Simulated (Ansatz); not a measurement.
Isolated molecules relaxed with PBE0-D4/def2-TZVP in Ansatz; ΔE leaves out vibrations. CBS: MP2 limit from def2 TZ/QZ plus the TZ coupled-cluster correction, frozen cores. This one scheme is used for every species, atoms too. DFT in def2-TZVPP. B3LYP here is the variant with VWN-RPA as its local correlation; programs differ in this. Open shells (•) are unrestricted, without spin–orbit coupling. Spin–orbit coupling would lower the free atoms: a little for C.

Reaction (atomization): `CN1C=NC1` → 3 C• + 6 H• + 2 N•

```
   species  B3LYP energy (Eh)
`CN1C=NC1`         -227.45556
        C•          -37.85948
        H•           -0.50215
        N•          -54.60397
```

**Question.** Work out ΔE.

**Answer.** ΔE = 6 × (-0.50215) + 3 × (-37.85948) + 2 × (-54.60397) − (-227.45556) = 1.65628 Eh = +45.07 eV. CCSD(T)/CBS gives +45.04 eV.

Largest T1 diagnostic among the species: 0.013.

In def2-TZVPP, CCSD(T) changes the Hartree–Fock value by +13.06 eV (the triples alone add +0.88 eV) and MP2 by +13.97 eV; breaking electron pairs costs correlation energy, which Hartree–Fock lacks. From PBE to PBE0 (25 % exact exchange), in def2-TZVPP and without D4, ΔE moves by −1.23 eV: exact exchange takes away binding that semilocal exchange gives to molecules. The D4 term adds +0.32 eV with B3LYP and +0.17 eV with PBE0; it sums over pairs of atoms, weighted by their polarisabilities, and B3LYP, whose exchange is more repulsive, gets the larger term.

For atomizations the MP2-based limit and the directly extrapolated one differ by several kJ/mol either way, and by 10 to 25 for some Ge, Se and Sn compounds, so smaller differences from it don't rank the levels.
